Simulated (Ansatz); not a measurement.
# BHCl₂ (singlet): wave-function methods side by side, cc-pVDZ

An exercise on one series of results from a longer session: the logs are not shown, and one member is left open.

Computed with Ansatz 0.2.0, Gaussian basis. Level: cc-pVDZ, core rule «outside noble gas», up to 11 orbitals frozen.

The runs, in order: UHF; CCSD(T) on RHF; BCCD(T) on RHF; CISD; CCSDT(Q) on RHF; CASSCF and MRCISD+Q, 14 electrons in 11 orbitals; CASSCF and NEVPT2, 14 electrons in 11 orbitals.

22 further runs of the same task are left out: 11 that didn't finish, 11 set aside as unsound or not needed.

## The system

The geometry is a PBE0/def2-TZVP stationary point (not a proven minimum) of the parent state, kept for this charge and spin.

4 atoms, charge 0, spin multiplicity 1.

Atoms are counted from 1 here; the program's logs count them from 0.

Bond lengths: Cl1–B2 1.737 Å, B2–Cl3 1.737 Å, B2–H4 1.274 Å. Angles: Cl1–B2–Cl3 145.6°, Cl1–B2–H4 107.2°, Cl3–B2–H4 107.2°.

As a file:

```
atom   x (Å)    y (Å)    z (Å)
 Cl1  0.0000  -0.0888   1.6590
  B2  0.0000   0.4243   0.0000
 Cl3  0.0000  -0.0888  -1.6590
  H4  0.0000   1.6986   0.0000
```

Set-up of the first run:

in.yaml reads:

```yaml
crystal:
  periodic: [false, false, false]
  atoms:
    - {symbol: Cl, position_ang: [0.000000, -0.088841, 1.659008]}
    - {symbol: B, position_ang: [0.000000, 0.424315, 0.000000]}
    - {symbol: Cl, position_ang: [0.000000, -0.088841, -1.659008]}
    - {symbol: H, position_ang: [0.000000, 1.698628, 0.000000]}
basis:
  gaussian: {orbitals: cc-pVDZ}
magnetization: {spin_polarized: true, initial_magnetization: 0}
hamiltonian: {xc: hf}
output: {orbitals: {seedname: orbitals}}
```

Started as:

```sh
$ ansatz run in.yaml --threads 1 --pin off --events-out ev --progress --plain --max-ram 2393MiB
```

Steps of the session up to this table: UHF; CCSD(T) on RHF; BCCD(T) on RHF; CISD; CCSDT(Q) on RHF; CASSCF and MRCISD+Q, 14 electrons in 11 orbitals; CASSCF and NEVPT2, 14 electrons in 11 orbitals.

One of the session's tables, all rows but one given; the rest of the session is left out.

It belongs to the step «Misses and costs». 

| method | from RCCSDT(Q) (meV) |
| --- | --- |
| RHF | +10848.8 |
| RMP2 | +1177.7 |
| CISD | +1456.1 |
| RCCSD | +313.0 |
| RCCSD(T) | +41.3 |
| BCCD(T) | +38.6 |
| RCCSDT | +20.5 |
| RCCSDT(Q) | 0 |
| CASSCF valence | ? |
| NEVPT2 valence | +1568.7 |
| MRCISD valence | +957.9 |
| MRCISD+Q valence | +87.5 |

Estimate the missing values for CASSCF valence.

As computed: from RCCSDT(Q) (meV): +8964.1. In the column «from RCCSDT(Q) (meV)» it lies between NEVPT2 valence (+1568.7) and RHF (+10848.8).
